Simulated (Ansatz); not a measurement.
# Molecular dynamics of BClHO

The input (input.yaml):

```yaml
crystal:
  periodic: [false, false, false]
  atoms:
    - { symbol: O, position_ang: [0.555824, 0.185268, -0.594204] }
    - { symbol: B, position_ang: [-0.432193, 0.069817, 0.31162] }
    - { symbol: Cl, position_ang: [-0.561873, -1.331719, 1.362699] }
    - { symbol: H, position_ang: [0.493841, 1.016334, -1.100415] }
magnetization:
  spin_polarized: true
  initial_magnetization: 1
basis:
  gaussian: { orbitals: def2-SVP }
hamiltonian:
  xc: pbe
  dispersion: d4
md:
  timestep: 2.0
  n_steps: 40
  ensemble: nve
  temperature: 700.0
  initial_velocities: maxwell_boltzmann
  seed: 567885
```

Command:

```bash
$ ansatz run input.yaml --threads 1 --pin off --max-ram 2048MiB --backend cpu --events-out ev --progress --plain --runs-dir out
```

It starts from a relaxed structure.

Output, in part (step lines, the closing report, with atoms numbered from 0):

```
md step     0: t =     0.00 fs  T =   700.0 K  F+E_penalty+E_count = -15248.35836646 eV  E_kin = 0.180964 eV  conserved = -15248.17740246 eV  (27 SCF iters)
[... lines left out ...]
Total energy: -15248.20961932 eV, -560.3613679023 hartree
Atom 0 at     0.559330     0.203222    -0.625250 Å, force    -1.132888    -1.844387     1.576959 eV/Å
Atom 1 at    -0.469861     0.050826     0.289500 Å, force     1.250666     0.386951    -0.792087 eV/Å
Atom 2 at    -0.560534    -1.336056     1.376872 Å, force    -0.051529     0.084959    -0.314860 eV/Å
Atom 3 at     0.795053     1.087568    -0.868858 Å, force    -0.066249     1.372476    -0.470011 eV/Å
Dipole moment:     0.182783     0.299782    -0.178015 e Å
```

The steps, from the saved trajectory:

```json
{"time (fs)": "0.0", "T (K)": "700", "potential energy less start (eV)": "0.000", "conserved less start (meV/atom)": "0.00"}
{"time (fs)": "2.0", "T (K)": "520", "potential energy less start (eV)": "0.067", "conserved less start (meV/atom)": "5.12"}
{"time (fs)": "4.0", "T (K)": "463", "potential energy less start (eV)": "0.069", "conserved less start (meV/atom)": "1.82"}
{"time (fs)": "6.0", "T (K)": "253", "potential energy less start (eV)": "0.144", "conserved less start (meV/atom)": "7.05"}
{"time (fs)": "8.0", "T (K)": "259", "potential energy less start (eV)": "0.115", "conserved less start (meV/atom)": "0.32"}
{"time (fs)": "10.0", "T (K)": "206", "potential energy less start (eV)": "0.146", "conserved less start (meV/atom)": "4.62"}
{"time (fs)": "12.0", "T (K)": "344", "potential energy less start (eV)": "0.094", "conserved less start (meV/atom)": "0.60"}
{"time (fs)": "14.0", "T (K)": "274", "potential energy less start (eV)": "0.132", "conserved less start (meV/atom)": "5.57"}
{"time (fs)": "16.0", "T (K)": "298", "potential energy less start (eV)": "0.102", "conserved less start (meV/atom)": "-0.40"}
{"time (fs)": "18.0", "T (K)": "186", "potential energy less start (eV)": "0.149", "conserved less start (meV/atom)": "4.02"}
{"time (fs)": "20.0", "T (K)": "279", "potential energy less start (eV)": "0.111", "conserved less start (meV/atom)": "0.63"}
{"time (fs)": "22.0", "T (K)": "262", "potential energy less start (eV)": "0.131", "conserved less start (meV/atom)": "4.43"}
{"time (fs)": "24.0", "T (K)": "358", "potential energy less start (eV)": "0.085", "conserved less start (meV/atom)": "-0.82"}
{"time (fs)": "26.0", "T (K)": "293", "potential energy less start (eV)": "0.117", "conserved less start (meV/atom)": "2.95"}
{"time (fs)": "28.0", "T (K)": "367", "potential energy less start (eV)": "0.089", "conserved less start (meV/atom)": "0.82"}
{"time (fs)": "30.0", "T (K)": "388", "potential energy less start (eV)": "0.093", "conserved less start (meV/atom)": "3.02"}
{"time (fs)": "32.0", "T (K)": "481", "potential energy less start (eV)": "0.054", "conserved less start (meV/atom)": "-0.78"}
{"time (fs)": "34.0", "T (K)": "467", "potential energy less start (eV)": "0.068", "conserved less start (meV/atom)": "2.03"}
{"time (fs)": "36.0", "T (K)": "531", "potential energy less start (eV)": "0.044", "conserved less start (meV/atom)": "0.16"}
{"time (fs)": "38.0", "T (K)": "455", "potential energy less start (eV)": "0.070", "conserved less start (meV/atom)": "1.62"}
{"time (fs)": "40.0", "T (K)": "359", "potential energy less start (eV)": "0.084", "conserved less start (meV/atom)": "-1.09"}
{"time (fs)": "42.0", "T (K)": "209", "potential energy less start (eV)": "0.135", "conserved less start (meV/atom)": "2.04"}
{"time (fs)": "44.0", "T (K)": "239", "potential energy less start (eV)": "0.120", "conserved less start (meV/atom)": "0.20"}
{"time (fs)": "46.0", "T (K)": "273", "potential energy less start (eV)": "0.116", "conserved less start (meV/atom)": "1.47"}
{"time (fs)": "48.0", "T (K)": "330", "potential energy less start (eV)": "0.088", "conserved less start (meV/atom)": "-1.79"}
{"time (fs)": "50.0", "T (K)": "244", "potential energy less start (eV)": "0.121", "conserved less start (meV/atom)": "0.90"}
{"time (fs)": "52.0", "T (K)": "202", "potential energy less start (eV)": "0.128", "conserved less start (meV/atom)": "-0.17"}
{"time (fs)": "54.0", "T (K)": "138", "potential energy less start (eV)": "0.149", "conserved less start (meV/atom)": "0.87"}
{"time (fs)": "56.0", "T (K)": "185", "potential energy less start (eV)": "0.130", "conserved less start (meV/atom)": "-0.78"}
{"time (fs)": "58.0", "T (K)": "267", "potential energy less start (eV)": "0.114", "conserved less start (meV/atom)": "0.46"}
{"time (fs)": "60.0", "T (K)": "408", "potential energy less start (eV)": "0.075", "conserved less start (meV/atom)": "-0.02"}
{"time (fs)": "62.0", "T (K)": "537", "potential energy less start (eV)": "0.038", "conserved less start (meV/atom)": "-0.94"}
{"time (fs)": "64.0", "T (K)": "559", "potential energy less start (eV)": "0.034", "conserved less start (meV/atom)": "-0.62"}
{"time (fs)": "66.0", "T (K)": "480", "potential energy less start (eV)": "0.057", "conserved less start (meV/atom)": "-0.01"}
{"time (fs)": "68.0", "T (K)": "419", "potential energy less start (eV)": "0.075", "conserved less start (meV/atom)": "0.67"}
{"time (fs)": "70.0", "T (K)": "442", "potential energy less start (eV)": "0.061", "conserved less start (meV/atom)": "-1.32"}
{"time (fs)": "72.0", "T (K)": "387", "potential energy less start (eV)": "0.082", "conserved less start (meV/atom)": "0.32"}
{"time (fs)": "74.0", "T (K)": "310", "potential energy less start (eV)": "0.101", "conserved less start (meV/atom)": "0.09"}
{"time (fs)": "76.0", "T (K)": "201", "potential energy less start (eV)": "0.133", "conserved less start (meV/atom)": "1.05"}
{"time (fs)": "78.0", "T (K)": "162", "potential energy less start (eV)": "0.136", "conserved less start (meV/atom)": "-0.67"}
{"time (fs)": "80.0", "T (K)": "140", "potential energy less start (eV)": "0.149", "conserved less start (meV/atom)": "0.97"}
```

The run went to its last step. The conserved energy wandered by up to 7.0 meV per atom (net 1.0 meV per atom), which is poor conservation. The temperature averaged 0.44 of the 700 K drawn at the start: a run that starts near a minimum puts about half its kinetic energy into the potential. A step of 2 fs is long for free X–H stretches (periods near 10 fs) and can bias their spread and the temperature. A run of 0.08 ps of so small a system gives no equilibrium averages.

The same pairs are bonded in the first frame and the last. Pairs count as bonded within 1.25 times the sum of covalent radii (0.12 Å more for H–H).

Last frame:

```xyz
4
Properties=species:S:1:pos:R:3
O 0.559 0.203 -0.625
B -0.470 0.051 0.289
Cl -0.560 -1.336 1.377
H 0.795 1.088 -0.869
```

Run time: 51 s on 1 thread of AMD EPYC 7R43 64-Core Processor (Zen 3), on a shared host, peak memory 0.12 GiB.
